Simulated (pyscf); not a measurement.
Optimised with ωB97X-D3(BJ)/def2-SVP in PySCF.

PBE/def2-TZVP puts the barrier of H₃C–Cd–TeH (SMILES [CH3][Cd][TeH]) + CH₄ (SMILES C) → TeH₂ (SMILES [TeH2]) + H₃C–Cd–CH₃ (SMILES [CH3][Cd][CH3]) (four-centre exchange; singlet surface; Cd–Te, C–H broken, H–Te, C–Cd formed) at 2.28 eV and the reaction energy at +1.63 eV, from the separated reactants. What do r²SCAN/def2-TZVP, B3LYP-D3(BJ)/def2-TZVP, ωB97M-D3(BJ)/def2-TZVP give on the same structures?

r²SCAN: ΔE‡ = 2.32 eV, ΔE = +1.70 eV; B3LYP-D3(BJ): ΔE‡ = 2.47 eV, ΔE = +1.70 eV; ωB97M-D3(BJ): ΔE‡ = 2.54 eV, ΔE = +1.65 eV. PBE's barrier lies under all of them, by 0.04 to 0.26 eV. Its reaction energy lies under all of them, by 0.02 to 0.07 eV. On the product side the descent ends in an adduct with a Cd–Te contact (not fully relaxed), 0.25 eV under the separated species and 0.93 eV under the saddle at ωB97X-D3(BJ)/def2-TZVP. What is counted as broken (Cd–Te) persists as a longer contact in the product adduct; parting that adduct is a step of its own. One saddle was located; it need not be the lowest between these sides. Elements past Kr carry the def2 core potentials, without spin-orbit coupling.
